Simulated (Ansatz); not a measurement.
Born–Oppenheimer molecular dynamics of FH₅OSi (8 atoms, charge 0, multiplicity 1). It starts at the highest image of a converged band, a first-order saddle point between two minima.

The calculation used Ansatz 0.2.0, RKS B3LYP/cc-pVDZ.

```json
{
 "ensemble": "NVE (velocity Verlet)",
 "time step": "0.5 fs",
 "steps asked": "200",
 "starting velocities drawn for": "100 K",
 "seed": "9483"
}
```

First frame:

```xyz
8
Properties=species:S:1:pos:R:3
Si 0.070 0.167 -0.112
F 1.030 -0.177 1.608
O 1.403 -0.444 -0.926
H 1.985 -0.963 -0.350
H -0.474 1.075 -1.168
H -1.028 -0.717 0.358
H 0.140 1.592 0.895
H 0.605 0.961 1.457
```

Task: What does the run give?

Result: The run went to its last step.

- steps done: 200
- time covered: 100 fs
- mean temperature over the second half: 1324 K
- spread of the potential energy over the second half: 7.2 meV per atom
- mean potential energy of the second half above the start: -118.7 meV per atom

The conserved energy stayed within 0.37 meV per atom of its start (net change 0.067 meV per atom), so the integration is sound. The kinetic energy rose, since the run started high on the potential surface and went downhill. It ends in pieces (FH + H4OSi), so much of that is their flight and rotation, not heat. A run of 0.1 ps of so small a system gives no equilibrium averages. The orbitals stay closed-shell, which can raise the energy where a bond breaks towards radicals; this wasn't checked here.

Task: What happens to the structure?

Result: Between its relaxed ends the band would form Si1–H7, F2–H8 and break Si1–F2, H7–H8. These pairs go: Si1–H7 1.75 → 1.48 Å, F2–H8 1.23 → 0.99 Å, Si1–F2 2.00 → 4.70 Å, H7–H8 0.96 → 6.07 Å. In the last frame they stand as after the step (other bonds may differ from the relaxed reactants and products). It ends as FH + H4OSi. Pairs count as bonded within 1.25 times the sum of covalent radii (0.12 Å more for H–H). The details hang on the random start.

Task: How do temperature and energy run in time?

Result: 
```csv
time (fs),T (K),potential energy less start (eV),conserved less start (meV/atom)
0,100,0.000,0.00
8,80,0.015,0.01
16,359,-0.202,-0.09
24,682,-0.451,0.10
32,1011,-0.706,0.15
40,1225,-0.872,0.12
48,1342,-0.963,0.04
56,1374,-0.988,-0.06
64,1445,-1.045,-0.19
72,1370,-0.987,-0.29
80,1367,-0.986,-0.35
88,1385,-0.999,-0.33
96,1278,-0.915,-0.17
```

Run time: 4 min on 1 thread of Intel(R) Xeon(R) 6975P-C (Granite Rapids), with other jobs on the host, peak memory 0.14 GiB.
